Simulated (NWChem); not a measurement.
System meant: C₄H₆ cation, doublet; SMILES of the neutral closed-shell parent C=CC=C

Input file for NWChem:

```
start job
memory heap 200 mb stack 900 mb global 1100 mb
charge 1
geometry units angstroms noautoz
  C     -0.111044     1.856977    -0.016027
  C      0.414605     0.570200    -0.019481
  C     -0.414605    -0.570200     0.019481
  C      0.111044    -1.856977     0.016027
  H     -1.184763     2.028198     0.017322
  H      0.536483     2.728898    -0.047468
  H      1.494436     0.437289    -0.053300
  H     -1.494436    -0.437289     0.053300
  H     -0.536483    -2.728898     0.047468
  H      1.184763    -2.028198    -0.017322
end
basis spherical
  * library def2-svp
end
dft
  odft
  mult 2
  xc pbe0
  iterations 4
  mulliken
end
task dft energy
```

End of the output:

```
     --------------------------
     Expectation value of S2:
     --------------------------
      <S2> =      0.7722 (Exact =     0.7500)

 center of mass
 --------------
 x =   0.00000000 y =   0.00000000 z =   0.00000000

 moments of inertia (a.u.)
 ------------------
         408.045236653875           0.000000000000           0.000000000000
           0.000000000000          44.086402328609           0.000000000000
           0.000000000000           0.000000000000         452.131638982483

     Multipole analysis of the density
     ---------------------------------

     L   x y z        total         alpha         beta         nuclear
     -   - - -        -----         -----         ----         -------
     0   0 0 0      1.000000    -15.000000    -14.000000     30.000000

     1   1 0 0      0.000000      0.000000      0.000000      0.000000
     1   0 1 0     -0.000000     -0.000000      0.000000      0.000000
     1   0 0 1     -0.000000     -0.000000     -0.000000      0.000000

     2   2 0 0    -13.283494    -24.935377    -24.315464     35.967347
     2   1 1 0     -0.225842      0.521278      0.301524     -1.048644
     2   1 0 1      0.000000      0.000000      0.000000      0.000000
     2   0 2 0     -3.416389   -130.175875   -118.901860    245.661346
     2   0 1 1      0.000000      0.000000      0.000000      0.000000
     2   0 0 2    -18.091301    -10.120781     -7.970519      0.000000

 ------------------------------------------------------------------------
 dft energy failed                                                                                  0
 ------------------------------------------------------------------------
 ------------------------------------------------------------------------
  current input line :
    26: task dft energy
 ------------------------------------------------------------------------
 ------------------------------------------------------------------------
 This type of error is most commonly associated with calculations not reaching convergence criteria
 ------------------------------------------------------------------------
 For more information see the NWChem manual at https://nwchemgit.github.io

0:dft energy failed:Received an Error in Communication
```

Question: What is wrong, and how is it mended?

Answer: Convergence was not reached. Cause: the SCF was allowed too few iterations. This input runs:
```
start job
memory heap 200 mb stack 900 mb global 1100 mb
charge 1
geometry units angstroms noautoz
  C     -0.111044     1.856977    -0.016027
  C      0.414605     0.570200    -0.019481
  C     -0.414605    -0.570200     0.019481
  C      0.111044    -1.856977     0.016027
  H     -1.184763     2.028198     0.017322
  H      0.536483     2.728898    -0.047468
  H      1.494436     0.437289    -0.053300
  H     -1.494436    -0.437289     0.053300
  H     -0.536483    -2.728898     0.047468
  H      1.184763    -2.028198    -0.017322
end
basis spherical
  * library def2-svp
end
dft
  odft
  mult 2
  xc pbe0
  iterations 150
  mulliken
end
task dft energy
```
It converges to -155.36094 Ha (PBE0/def2-SVP, spin-unrestricted).
